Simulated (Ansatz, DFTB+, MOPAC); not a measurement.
Molecule: C2H3 (charge -1, singlet). SMILES: C=[CH-]

Atoms: C1, C2, H3, H4, H5. Bonds: C1-C2, C1-H3, C2-H4, C2-H5.

Bond lengths (Å) and angles (degrees) optimised at PM6 with MOPAC; PM7 with MOPAC; SCC-DFTB with DFTB+; B3LYP/6-31G* with Ansatz (a quantum-chemistry and plane-wave program), each started from the B3LYP-D3(BJ)/def2-TZVP structure (Ansatz) of the last column. A row stands for all coordinates that are equal there; 7 of 8 kinds are shown. 6-31G* holds six Cartesian d functions. No wavenumbers were computed at SCC-DFTB, so these may be saddle points.

```
coordinate    PM6    PM7  SCC-DFTB  B3LYP/6-31G*  B3LYP-D3(BJ)/def2-TZVP
----------  -----  -----  --------  ------------  ----------------------
C1-C2       1.326  1.326     1.342         1.357                   1.351
C1-H3       1.059  1.046     1.143         1.136                   1.120
C2-H4       1.075  1.073     1.126         1.111                   1.101
C2-H5       1.081  1.077     1.136         1.120                   1.110
C2-C1-H3    126.2  129.9     106.7         106.3                   107.9
C1-C2-H4    121.8  122.1     122.5         121.1                   121.5
C1-C2-H5    126.2  125.8     128.2         129.5                   127.0
```

Mean signed difference of all 4 bond lengths from B3LYP-D3(BJ)/def2-TZVP: PM6 -0.035 Å, PM7 -0.040 Å, SCC-DFTB 0.016 Å, B3LYP/6-31G* 0.011 Å.
